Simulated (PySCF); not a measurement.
Simulated outer-valence photoelectron spectrum of `F/C=C(/F)C=O`. Method: EOM-IP-CCSD/aug-cc-pVDZ in PySCF, restricted Hartree–Fock reference, frozen core, non-relativistic, gas phase, PBE0-D3(BJ)/def2-SVP geometry.

Each root has a Gaussian of 0.4 eV full width with its one-hole share as area; cross sections and vibrations are left out, and the highest printed point is 100.

```
ionisation energy (eV)  intensity
                  10.0          2
                  10.2         26
                  10.4         96
                  10.6         90
                  10.8         21
                  11.0          1
                  11.2          0
                  11.4          0
                  11.6          0
                  11.8          0
                  12.0          0
                  12.2          0
                  12.4          0
                  12.6          0
                  12.8          0
                  13.0          0
                  13.2          0
                  13.4          0
                  13.6          0
                  13.8          0
                  14.0          3
                  14.2         34
                  14.4        100
                  14.6         76
                  14.8         17
                  15.0         17
                  15.2         50
                  15.4         40
                  15.6          8
                  15.8          3
                  16.0         25
                  16.2         54
                  16.4         34
                  16.6         34
                  16.8         57
                  17.0         49
                  17.2         57
                  17.4         31
                  17.6          4
                  17.8          0
```

Question: Where are the maxima, and how many lines lie under the curve?

Answer: 6 maxima, at 10.5, 14.5, 15.3, 16.2, 16.8 and 17.2 eV, from 8 lines. At this width some lines have no maximum of their own.

Question: List the lines with their holes.

Answer: 
| E (eV) | leading hole (HF orbital) | area | Koopmans (eV) |
| --- | --- | --- | --- |
| 10.48 | HOMO | 0.96 | 10.84 |
| 10.51 | HOMO-1 | 0.94 | 12.33 |
| 14.43 | HOMO-2 | 0.91 | 15.27 |
| 14.49 | HOMO-3 | 0.95 | 16.58 |
| 15.27 | HOMO-4 | 0.94 | 17.67 |
| 16.21 | HOMO-5 | 0.94 | 18.59 |
| 16.79 | HOMO-7 | 0.94 | 19.56 |
| 17.22 | HOMO-6 | 0.94 | 19.48 |

The widest gap, 3.92 eV, lies between 10.51 and 14.43 eV. Only orbitals with −ε under 21 eV, eight at most, were ionised, so the high end of the curve may lack lines.

The values belong to the conformer `[O:1]=[CH:2]/[C:3]([F:4])=[CH:5]\[F:6]`: O1–C2–C3–F4 180°.
